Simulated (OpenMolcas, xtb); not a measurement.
AlH2F (SMILES [F][AlH2]): methods side by side

AlH2F: 4 atoms, total charge 0, spin state singlet. SMILES: `[F][AlH2]`. The shape comes from GFN2-xTB, which is rough for such elements, and wasn't checked as a minimum.

Quantity: the dipole moment, in D. The values are calculated.

```csv
level,kind,program,value (D),CPU time
GFN2-xTB,semi-empirical,xtb,0.96,under 2 s
GFN0-xTB,semi-empirical,xtb,0.85,under 2 s
GFN1-xTB,semi-empirical,xtb,1.67,under 2 s
HF/STO-3G,Hartree–Fock,OpenMolcas,0.72,1.3 s
HF/3-21G,Hartree–Fock,OpenMolcas,1.47,1.9 s
HF/def2-SVP,Hartree–Fock,OpenMolcas,1.36,2.2 s
HF/pcseg-2,Hartree–Fock,OpenMolcas,1.42,8.6 s
BLYP/cc-pVTZ,GGA,OpenMolcas,1.09,19 s
B3LYP/6-31G* (spherical functions),global hybrid,OpenMolcas,1.09,6.2 s
B3LYP/6-31G* (Cartesian functions),global hybrid,OpenMolcas,1.09,6.4 s
```

The values span 0.72 to 1.67 D. Magnitudes only: a small dipole may point the other way at some levels. Sets without polarisation functions give poor dipoles. Without the sets that lack polarisation functions the rows with a basis span only 1.09 to 1.42 D. Times are those of the runs behind each value, whatever else they computed, on shared processors of several kinds: orders of magnitude only.
